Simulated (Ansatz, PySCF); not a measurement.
This PySCF input computes a r2SCAN/def2-TZVPD energy:

```python
from pyscf import gto, scf, dft

mol = gto.M(
    atom='''
    Si   -0.00000000   -0.00000000   -0.57233761
    O     0.00000000    0.00000000    1.00159081
    ''',
    basis='def2-tzvpd',
    charge=0,
    spin=2,
    symmetry='C2v',
    verbose=4,
)

mf = dft.UKS(mol, xc='r2scan').density_fit(auxbasis='def2-universal-jkfit')
mf.grids.level = 4
mf.conv_tol = 1e-9
mf.max_cycle = 100
mf.max_memory = 1500
mf.kernel()
if not mf.converged:
    mf = mf.newton()
    mf.kernel(mf.make_rdm1())
mf.analyze()
```

Q: Write an input for the same energy in Ansatz (a program for electronic structure) and say what it gives.

A: 
Ansatz 0.2 input:
```yaml
crystal:
  periodic: [false, false, false]
  atoms:
    - {symbol: Si, position_ang: [-0.00000000, -0.00000000, -0.57233761]}
    - {symbol: O, position_ang: [0.00000000, 0.00000000, 1.00159081]}
basis:
  gaussian:
    orbitals: def2-TZVPD
hamiltonian:
  xc: {name: r2SCAN}
magnetization: {spin_polarized: true, initial_magnetization: 2}
output: {forces: true}
```
It gives -364.56088 Eh, and PySCF -364.56092 Eh, a difference of 0.04 mEh, from the treatment of integrals and grids.

This is an excited triplet: at this geometry the singlet lies 4.23 eV lower at wB97M-V/def2-TZVPD.
